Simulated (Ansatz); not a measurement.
Task: a geometry optimisation of C3H4N2O, SMILES N#CCC(N)=O, with Ansatz 0.2.0, Python API. Give the script and its output. Level of theory: r2SCAN, cc-pVDZ basis, multiplicity 1.

Input file `c3h4n2o.xyz`:
```text
10

N    -2.59870    1.02470   -0.18430
C    -1.71720    0.27060   -0.22660
C    -0.60380   -0.66830   -0.33570
C     0.52260   -0.24350    0.57010
N     1.47120    0.56970    0.01490
O     0.61920   -0.60250    1.73890
H    -0.24200   -0.72230   -1.36830
H    -0.91150   -1.68030   -0.05180
H     1.28790    1.12420   -0.81160
H     2.17230    0.92760    0.65440
```

`opt_c3h4n2o.py`
```python
import itertools

import ansatz as az
from ase.data import atomic_numbers, covalent_radii
import numpy as np

system = az.Crystal.molecule_from_extxyz("c3h4n2o.xyz")

calculation = system.calculation()
calculation = calculation.basis(gaussian="cc-pVDZ").functional("r2scan")
symbols = [site.symbol for site in system.cartesian_sites]
start = np.array([site.position_ang for site in system.cartesian_sites], dtype=float)
def progress(event):
    if event["event"] == "relax_step":
        row = event["data"]
        print(f"step {row['step']:3d}  E = {row['lagrangian_ev']:.6f} eV  largest force component {row['allowed_force_max_ev_ang']:.4f} eV/A")


summary = calculation.relax(force_tolerance=0.005).session().plan().execute(on_event=progress).report
end = np.array(summary["positions_ang"])

print("reference energy %16.6f eV" % summary["reference_energy_ev"])
print("total energy     %16.6f eV" % summary["free_energy_ev"])
print("occupied orbitals outside the frozen core (up, down):", summary["n_occupied"], " frozen:", summary["n_frozen"], " virtual:", summary["n_virtual"])

radius = [covalent_radii[atomic_numbers[s]] for s in symbols]
span = lambda where, i, j: np.linalg.norm(where[i] - where[j])
bonded = [(i, j) for i, j in itertools.combinations(range(len(symbols)), 2) if min(span(start, i, j), span(end, i, j)) < 1.2 * (radius[i] + radius[j])]
print("pair        before    after (A)")
for i, j in bonded:
    print(f"{symbols[i]}{i}-{symbols[j]}{j}".ljust(10), f"{span(start, i, j):8.4f} {span(end, i, j):8.4f}")

charges = summary["charge_distribution"]
print("dipole moment", round(4.803205 * float(np.linalg.norm(charges["dipole_moment_e_ang"])), 3), "D")
print("Mulliken:", [(s, round(q, 3)) for s, q in zip(symbols, charges["mulliken_charges_e"])])
with open("c3h4n2o_opt.xyz", "w") as handle:
    handle.write(f"{len(symbols)}\nrelaxed C3H4N2O\n")
    handle.writelines(f"{s:2s} {x:11.6f} {y:11.6f} {z:11.6f}\n" for s, (x, y, z) in zip(symbols, end))
```

```console
$ python opt_c3h4n2o.py
step   1  E = -8198.986660 eV  largest force component 1.6177 eV/A
step   2  E = -8199.036015 eV  largest force component 0.7282 eV/A
step   3  E = -8199.052824 eV  largest force component 0.3465 eV/A
step   4  E = -8199.060672 eV  largest force component 0.3849 eV/A
step   5  E = -8199.068376 eV  largest force component 0.2353 eV/A
step   6  E = -8199.083457 eV  largest force component 0.7314 eV/A
step   7  E = -8199.097950 eV  largest force component 0.6266 eV/A
step   8  E = -8199.118999 eV  largest force component 0.3369 eV/A
step   9  E = -8199.134732 eV  largest force component 0.5622 eV/A
step  10  E = -8199.131125 eV  largest force component 1.0607 eV/A
step  11  E = -8199.153168 eV  largest force component 0.3236 eV/A
step  12  E = -8199.163296 eV  largest force component 0.1786 eV/A
step  13  E = -8199.174674 eV  largest force component 0.4278 eV/A
step  14  E = -8199.182381 eV  largest force component 0.3375 eV/A
step  15  E = -8199.149769 eV  largest force component 0.7479 eV/A
step  16  E = -8199.191591 eV  largest force component 0.2241 eV/A
step  17  E = -8199.176921 eV  largest force component 1.3741 eV/A
step  18  E = -8199.194476 eV  largest force component 0.0963 eV/A
step  19  E = -8199.196430 eV  largest force component 0.0376 eV/A
step  20  E = -8199.198028 eV  largest force component 0.1154 eV/A
step  21  E = -8199.196824 eV  largest force component 0.2546 eV/A
step  22  E = -8199.198790 eV  largest force component 0.0615 eV/A
step  23  E = -8199.199079 eV  largest force component 0.0722 eV/A
step  24  E = -8199.199174 eV  largest force component 0.0301 eV/A
step  25  E = -8199.199218 eV  largest force component 0.0307 eV/A
step  26  E = -8199.199247 eV  largest force component 0.0026 eV/A
reference energy     -8199.199254 eV
total energy         -8199.199254 eV
occupied orbitals outside the frozen core (up, down): [22, 22]  frozen: 0  virtual: [82, 82]
pair        before    after (A)
N0-C1        1.1608   1.1676
C1-C2        1.4605   1.4531
C2-C3        1.5066   1.5461
C2-H6        1.0955   1.1018
C2-H7        1.0952   1.1018
C3-N4        1.3673   1.3545
C3-O5        1.2265   1.2179
N4-H8        1.0120   1.0134
N4-H9        1.0142   1.0133
dipole moment 0.959 D
Mulliken: [('N', -0.132), ('C', -0.119), ('C', 0.012), ('C', 0.126), ('N', -0.118), ('O', -0.266), ('H', 0.117), ('H', 0.117), ('H', 0.135), ('H', 0.128)]
```

`c3h4n2o_opt.xyz`, as written:
```text
10
relaxed C3H4N2O
N    -1.970771    1.342618   -1.019906
C    -1.426335    0.376810   -0.653847
C    -0.662896   -0.761406   -0.170989
C     0.745428   -0.434546    0.376894
N     1.104320    0.870971    0.338733
O     1.444553   -1.336269    0.802765
H    -0.532107   -1.499876   -0.978164
H    -1.212796   -1.272036    0.635707
H     0.489943    1.591569   -0.022235
H     2.020663    1.122064    0.691040
```

Reading the output:
- Total energies depend on the basis set; only differences at equal settings carry meaning.
- The end point is the stationary point reached from this start; no frequency run checks that it is a minimum, and the basis set is modest.
- It ran for 2.7 min on 1 thread of Arm Neoverse V2, with other jobs on the host, peak memory 0.23 GiB.

(Lines on the test bed's own set-up are left out of the output.)
